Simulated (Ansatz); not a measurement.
One stationary structure of Ta. Level of theory: PBEsol (plane waves to 420 eV, PAW, scalar-relativistic; Ansatz, an electronic-structure program).

```
CELL_PARAMETERS angstrom
     -1.64097     1.64097     1.64097
      1.64097    -1.64097     1.64097
      1.64097     1.64097    -1.64097
ATOMIC_POSITIONS crystal
  Ta 0.00000 0.00000 0.00000
```

Problem. Find the space group and the Wyckoff positions (tolerance 0.01 Å).

Solution. Space group Im-3m (No. 229); a = b = c = 3.282 Å, α = β = γ = 90.00°

| atom | site | symmetry | x | y | z |
|---|---|---|---|---|---|
| Ta | 2a | m-3m | 0.0000 | 0.0000 | 0.0000 |

This is the bcc (W type).

Problem. Give the shortest distances between elements (the closest pairs, up to four, under 3.6 Å).

Solution. Ta–Ta 2.84 Å.

The volume per atom comes out as 17.68 Å³ and the band gap is zero (metallic).

No spin polarisation in the result.

Measured for Ta: a 3.299 Å (static lattice; corrected from measurement; as listed in Daniel Mejia-Rodriguez, S. B. Trickey, Phys. Rev. B (2018)). Computed minus measured — a: PBEsol -0.5 %. The computed values are for a static lattice.

The run could not lose the symmetry of its start.
